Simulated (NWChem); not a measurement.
**Ionisation of fluoromethane (CH$_{3}$F)**

```
C
F 1 1.3634
H 1 1.1027 2 110.04
H 1 1.1027 3 108.90 2 -120.69
H 1 1.1027 3 108.90 4 -118.63
```
Charge 0, spin multiplicity 1.

The numbers come from NWChem runs, not from measurements. Structure: optimised with PBE0/def2-SVP, a minimum by its harmonic frequencies.

Basis set: def2-TZVP. −ε marks an orbital energy of the parent.

B3LYP has NWChem's definition, with VWN1-RPA local correlation.

Problem. For the first vertical ionisation energy, −ε(HOMO) of HF gives 14.28 eV and −ε(HOMO) of B3LYP gives 9.53 eV. What do −ε(HOMO) of PBE, −ε(HOMO) of M06-2X, G0W0@HF give?

Solution. −ε(HOMO) of PBE: 7.93 eV; −ε(HOMO) of M06-2X: 11.53 eV; G0W0@HF: 13.68 eV.
